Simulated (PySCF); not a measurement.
Species: C5H5S (doublet state).
SMILES with atom numbers: `[CH3:1][C:2]#[C:3][CH:4][CH:5]=[S:6]` (hydrogens: H7, H8, H9 on C1; H10 on C4; H11 on C5)

Method: UKS B3LYP, pcH-1 on C H S, non-relativistic, mean-field spin-orbit, GIAO (PySCF 2.14.0). One conformer (not necessarily the lowest) at the GFN2-xTB geometry, without solvent, vibrations or thermal averaging. A GFN2-xTB geometry isn't a minimum of the functional, and hyperfine couplings can be far from their values at a DFT geometry, by a factor of two or more for some ions and for spin on atoms past the first row.

Output of the driver script. Atoms in this output count from 0.

```
UKS, coarse grid
  cycle   1  E = -591.61627219  |g| = 2.51e-01
  cycle   2  E = -591.61723691  |g| = 2.46e-01
  cycle   3  E = -591.64864608  |g| = 9.64e-02
  cycle   4  E = -591.65314059  |g| = 3.66e-02
  cycle   5  E = -591.65403268  |g| = 1.03e-02
  cycle   6  E = -591.65411396  |g| = 9.94e-03
  cycle   7  E = -591.65417948  |g| = 4.23e-03
  cycle   8  E = -591.65419648  |g| = 1.80e-03
  cycle   9  E = -591.65419952  |g| = 4.15e-04
UKS, final grid
  cycle   1  E = -591.65420062  |g| = 4.59e-04
  cycle   2  E = -591.65420059  |g| = 6.23e-04
  cycle   3  E = -591.65420078  |g| = 1.72e-04
  cycle   4  E = -591.65420080  |g| = 8.78e-05
  cycle   5  E = -591.65420082  |g| = 4.82e-05
  cycle   6  E = -591.65420082  |g| = 1.06e-05
E = -591.65420082 Eh   <S^2> = 0.7774 (exact 0.7500)
g shifts (ppm)      1          2          3
  rmc          -196       -196       -196
  gc            -12         40         40
  oz_so          89       9077     109760
  total        -119       8922     109605
hyperfine (MHz)  atom isotope    a_iso     a_fc   dipolar eigenvalues
    0   13C     -10.31     -10.31     -0.83      0.17      0.66
    1   13C      22.92      22.92    -24.62    -19.04     43.66
    2   13C     -35.91     -35.91     -9.95     -1.42     11.37
    3   13C      33.95      33.95    -33.06    -32.42     65.47
    4   13C     -32.26     -32.26    -18.14      7.33     10.81
    5   33S      12.82      12.82    -56.64    -55.68    112.32
    6    1H      46.29      46.29     -1.96     -1.08      3.04
    7    1H      12.08      12.08     -1.57     -1.31      2.88
    8    1H      15.78      15.78     -1.60     -1.32      2.93
    9    1H     -28.19     -28.19    -12.29     -2.11     14.41
   10    1H       6.22       6.22     -3.59     -1.32      4.91
```

**Question.** The run flagged its g tensor. What set off the flag, and which results does it touch?

**Answer.** The largest g shift is +0.110, past the limit of 0.03 at which the run flags a species of elements up to argon. The orbital-Zeeman/spin–orbit term is second order, a sum of spin–orbit matrix elements over excitation energies, so it grows and becomes less reliable as an excited state comes close; a shift of this size calls for a check with another method. The contact and dipolar couplings don't rest on that expansion, but they belong to the state that the SCF found, and a close-lying state with the spin in another orbital would have other couplings; no stability test was run. The run left out the spin–orbit part of the hyperfine coupling.

**Question.** Where is the spin in this solution (atoms counted from 1)?

**Answer.** The largest Mulliken spin populations are on S6 (+0.62), C4 (+0.41), C2 (+0.29) and C5 (-0.17). Three atoms exceed +0.15. ⟨S²⟩ = 0.7774 against the exact 0.7500, 3.6 % above the value of a pure doublet state. C4, the radical centre as drawn in `CC#C[CH]C=S`, holds a spin population of +0.41 out of 1.

**Question.** Average a_iso over equivalent nuclei, turn it into first-order splittings with g = 2.0023, and give the multiplets for abundant isotopes (0.05 mT or more).

**Answer.** 
```csv
nuclei (from 1),isotope,I,position,a_iso (MHz),|a| (mT),splits into
H10,1H,1/2,1 bond from C4,-28.2,1.01,1:1 doublet
H7/H8/H9,1H,1/2,4 bonds from C4,24.7,0.88,1:3:3:1 quartet
H11,1H,1/2,"2 bonds from C4, on C5 of spin population -0.17",6.2,0.22,1:1 doublet
```

Nuclei that the bonding pattern makes equivalent are averaged, as if the motion that swaps them (rotation, inversion, ring flip) were fast. The three 1H nuclei of mean +24.7 MHz run from 12.1 to 46.3 MHz in the frozen geometry. Main spin sites, with 60 % or more of the largest population: C4, S6; positions count bonds from the nearest.
